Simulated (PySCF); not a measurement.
Work out the structure from these simulated measurements.

Formula: C2H3ClF2.

| Quantity | Value |
| --- | --- |
| NMR, other nuclei | isotropic shieldings of nuclei other than C and H, by class: 235 (2 F), 596 (1 Cl) ppm [GIAO PBE0/pcSseg-1] |
| 1H NMR | chemical shifts (computed TMS as zero) by class: 1.91 (3 H) ppm [GIAO PBE0/pcSseg-1] |
| XPS | Cl2p3/2 206.6, C1s 292.0, C1s 297.4, F1s 693.9 (×2), Cl1s 2829.2 eV [ΔSCF SCAN, pcX-2 on the ionised atom, pcseg-1 elsewhere, spin-free X2C, 2p3/2 from a spin–orbit splitting computed afterwards within the 2p shell] |
| Rotational structure | rotational constants A, B, C: 5.280, 3.242, 3.153 GHz [PBE0-D3(BJ)/def2-SVP] |
| 13C NMR | chemical shifts (computed TMS as zero) by class: 135.8 (1 C), 31.4 (1 C) ppm [GIAO PBE0/pcSseg-1] |
| Dipole | 2.24 D [PBE0/pcSseg-1] |

Electronic properties: PySCF, gas phase, density fitting. Levels stand in brackets. Geometry: PBE0-D3(BJ)/def2-SVP; no solvent, vibrations or thermal averaging. Each NMR value is the plain mean over a class of atoms that symmetry, rotation or inversion makes alike.

Problem. Give a SMILES that accounts for the data.

Solution. Numbering: `[CH3:1][C:2]([F:3])([F:4])[Cl:5]`. Its formula, C2H3ClF2, gives 0 degrees of unsaturation, so no ring and no π bond. 2 carbons fall into 2 classes; from least to most shielded: CF2 carbon [C2] (135.8 ppm), methyl carbon [C1] (31.4 ppm). All hydrogens form one class (1.91 ppm): methyl hydrogen. The other shieldings belong to: 235 ppm, fluorine of a CF2 group [F3/F4]; 596 ppm, chlorine on a fluorinated carbon [Cl5]. The core levels belong to: Cl2p3/2 206.6 eV, chlorine on a fluorinated carbon [Cl5]; C1s 292.0 eV, methyl carbon [C1]; C1s 297.4 eV, CF2 carbon [C2]; F1s 693.9 eV, fluorine of a CF2 group [F3/F4]; Cl1s 2829.2 eV, chlorine on a fluorinated carbon [Cl5]. The optimised geometry has point group Cs and is an asymmetric top. Structure: 1-chloro-1,1-difluoroethane (`FC(C)(Cl)F`). Computed isomers that give other values at the same levels: `FC(F)CCl` (core binding energies: Cl2p3/2 206.7, C1s 293.1, C1s 296.3, F1s 693.7 (×2), Cl1s 2829.3 eV). The assignments are read from this structure; whether some other isomer fits the data as well wasn't checked.
